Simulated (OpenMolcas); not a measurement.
# CH4B (SMILES [BH]C), run twice

Wanted: a single-point energy of CH4B, UHF/4-31G (RICD fitting, electric field -0.002 a.u., field axis x).

Program for the calculation: OpenMolcas 26.06.

10 further runs of the same task are left out: 4 that didn't finish, 6 set aside as unsound or not needed.

## Step 1: The molecule

CH4B: 6 atoms, total charge 0, spin state doublet. As SMILES, `[BH]C`. The coordinates come from a GFN2-xTB relaxation.

Bond lengths: B1–C2 1.553 Å, B1–H3 1.166 Å, C2–H4 1.090 Å, C2–H5 1.093 Å, C2–H6 1.093 Å. Angles: B1–C2–H4 116.5°, B1–C2–H5 109.3°, B1–C2–H6 110.2°, C2–B1–H3 125.0°, H4–C2–H5 107.0°, H4–C2–H6 107.1°, H5–C2–H6 106.1°.

## Step 2: First attempt

Contents of geom.xyz:

```xyz
6

B      0.276430    -1.090010     0.198190
C     -0.277840     0.302350    -0.208390
H      1.183960    -1.267670     0.908810
H     -1.157590     0.307270    -0.852640
H      0.502750     0.863630    -0.728740
H     -0.527710     0.884430     0.682780
```

Contents of calc.input:

```
&GATEWAY
  COORD
  geom.xyz
  BASIS
  4-31G
  GROUP
  NoSym
  RICD

&SEWARD

&FFPT
  DIPOLE
  X 0.002

&SCF
  UHF
  SPIN
  3
  PRORBITALS
  1 1
```

Launch:

```sh
$ export MOLCAS_MEM=1860
$ pymolcas calc.input > calc.log
```

The program printed:

```text
--- Start Module: gateway ---

                                              &GATEWAY

                       available to each process: 1.9 GB of memory, 1 thread

++    Symmetry information:
      ---------------------

                    Character Table for C1

                             E
                    a        1  x, y, xy, Rz, z, xz, Ry, yz, Rx, I
--

++    Basis set information:
      ----------------------

      Basis set label: B.4-31G.........

      Electronic valence basis set:
      ------------------
      Associated Effective Charge   5.000000 au
      Associated Actual Charge      5.000000 au
      Nuclear Model: Point charge

      Shell  nPrim  nBasis  Cartesian Spherical Contaminant
         s       8       3        X
         p       4       2        X

      Basis set label: C.4-31G.........

      Electronic valence basis set:
      ------------------
      Associated Effective Charge   6.000000 au
      Associated Actual Charge      6.000000 au
      Nuclear Model: Point charge

      Shell  nPrim  nBasis  Cartesian Spherical Contaminant
         s       8       3        X
         p       4       2        X

      Basis set label: H.4-31G.........

[... 103 lines left out ...]
--- Start Module: ffpt ---

                                               &FFPT

                       available to each process: 1.9 GB of memory, 1 thread

      Header of the ONEINT file:
      --------------------------

      Cartesian coordinates in angstrom:
      -----------------------------------------------------
      No.  Label        X            Y            Z
      -----------------------------------------------------
       1   B1         0.27643000  -1.09001000   0.19819000
       2   C2        -0.27784000   0.30235000  -0.20839000
       3   H3         1.18396000  -1.26767000   0.90881000
       4   H4        -1.15759000   0.30727000  -0.85264000
       5   H5         0.50275000   0.86363000  -0.72874000
       6   H6        -0.52771000   0.88443000   0.68278000
      -----------------------------------------------------
      Nuclear repulsion energy =   27.56952955

      The following tasks will be executed:
      -------------------------------------

      FFPT    DIPO    COMP    COMP0   X= 0.002000

--- Stop Module: ffpt /rc=_RC_ALL_IS_WELL_ ---

--- Start Module: scf ---

                                                &SCF

                       available to each process: 1.9 GB of memory, 1 thread

 ###############################################################################
 ###############################################################################
 ###    ERROR: Input error!                                                  ###
 ###    zSpin inconsistent with number of electrons                          ###
 ###############################################################################

--- Stop Module: scf /rc=-6 ---

.########################.
.# Non-zero return code #.
.########################.

    Timing: Wall=0.82 User=0.68 System=0.13
```

Wall time 1 s (1 thread of Arm Neoverse V2, shared host); peak memory 0.2 GiB.

## Step 3: What went wrong

The program broke off before the end.

The log says `ERROR: Input error`. The fault: the electron count doesn't fit the spin or reference typed: an even count needs an odd multiplicity, an odd count an even one.

## Step 4: Try two

geom.xyz is that of step 2.

Contents of calc.input:

```
* CH4B Hartree-Fock

&GATEWAY
  COORD = geom.xyz
  BASIS = 4-31G
  GROUP = NoSym
  RICD

&SEWARD

&FFPT
  DIPOLE
  X 0.002

&SCF
  UHF
  SPIN = 2
  PRORBITALS = 1 1
```

Launch:

```sh
$ export MOLCAS_MEM=1860
$ pymolcas calc.input > calc.log
```

The program printed:

```text
--- Start Module: gateway ---
[...]
--- Stop Module: gateway /rc=_RC_ALL_IS_WELL_ ---
[...]
      Basis functions           26
[...]
--- Start Module: ffpt ---
[...]
--- Stop Module: ffpt /rc=_RC_ALL_IS_WELL_ ---
--- Start Module: scf ---
[...]
       Convergence after  13 Iterations
[...]
::    Total SCF energy                                -64.7111326115
[...]
      Total spin, S                                     0.5010499003
[...]
      Total electronic charge=   15.000000
      Total            charge=   -0.000000
[...]
      Dipole Moment (debye):
      Origin of the operator (angstrom)=   -0.0107   -0.2803   -0.0114
                   X= -1.6110E-01               Y=  6.6521E-01               Z= -5.1882E-02           Total=  6.8641E-01
      Quadrupole Moment (debye*angstrom):
[...]
--- Stop Module: scf /rc=_RC_ALL_IS_WELL_ ---
[...]
```

Wall time 1.9 s (1 thread of Arm Neoverse V2, shared host); peak memory 0.2 GiB.

## Step 5: Outcome

Level: UHF/4-31G (RICD fitting, electric field -0.002 a.u., field axis x).

```
     quantity         value
 total energy  -64.71113 Eh
dipole moment        0.69 D
         ⟨S²⟩         0.752
```
